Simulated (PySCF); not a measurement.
C₄H₇OS (doublet state).
Atom-mapped SMILES: `[CH2:1][O:2][C:3](=[S:4])[CH2:5][CH3:6]` (hydrogens: H7, H8 on C1; H9, H10 on C5; H11, H12, H13 on C6)

Geometry (GFN2-xTB, Å), atoms numbered from 1 in this order:
```
atom  x, y, z in Å
C1     2.480    0.507   -0.012
O2     1.229    0.573   -0.389
C3     0.446   -0.482   -0.596
S4     0.965   -2.041   -0.432
C5    -0.966   -0.114   -0.938
C6    -1.779    0.130    0.337
H7     2.984    1.448    0.088
H8     2.954   -0.443    0.171
H9    -0.965    0.790   -1.550
H10   -1.413   -0.931   -1.505
H11   -2.805    0.383    0.081
H12   -1.351    0.947    0.912
H13   -1.784   -0.766    0.954
```

The hyperfine couplings belong to this conformer and change with its torsions.

Level of theory: UKS B3LYP, pcH-1 on C H O S, non-relativistic, mean-field spin-orbit, GIAO (PySCF). Isolated species at its GFN2-xTB geometry (one conformer only). A GFN2-xTB geometry isn't a minimum of the functional, and hyperfine couplings can be far from their values at a DFT geometry. No stability test was run, so a lower SCF solution isn't excluded.

**Question.** The isotropic 13C couplings are +80.3, +9.1, +5.5, -4.0 MHz. Assign them to C1; C3; C5; C6.

**Answer.** 
```
site  a_iso (MHz)  ρ(0) (bohr⁻³)                 position  distance from C1 (Å)  spin population  largest |T| (MHz)
  C1        +80.3        +0.0715  largest spin population                  0.00            +0.90              146.2
  C3         +9.1        +0.0080          2 bonds from C1                  2.34            +0.04               13.6
  C5         -4.0        -0.0036          3 bonds from C1                  3.62            -0.01                0.6
  C6         +5.5        +0.0049          4 bonds from C1                  4.29            +0.01                1.5
```

ρ(0) is the spin density at the nucleus and T the dipolar tensor; a_iso includes a spin–orbit part; entries for several nuclei are means. Largest spin populations (Mulliken): C1 (+0.90) and S4 (+0.14). The angles at C1 add up to 360.0°, so it is planar; its axial dipolar tensor and the negative couplings of its protons fit spin in a p orbital normal to that plane.

Class means assume fast exchange of nuclei equivalent by connectivity; if that motion is slow, each nucleus keeps its own coupling. H7 and H8 aren't averaged: C1 is flat or nearly so (angle sum 360°), and its turn about the short C1–O2 bond (1.31 Å) is taken as slow.
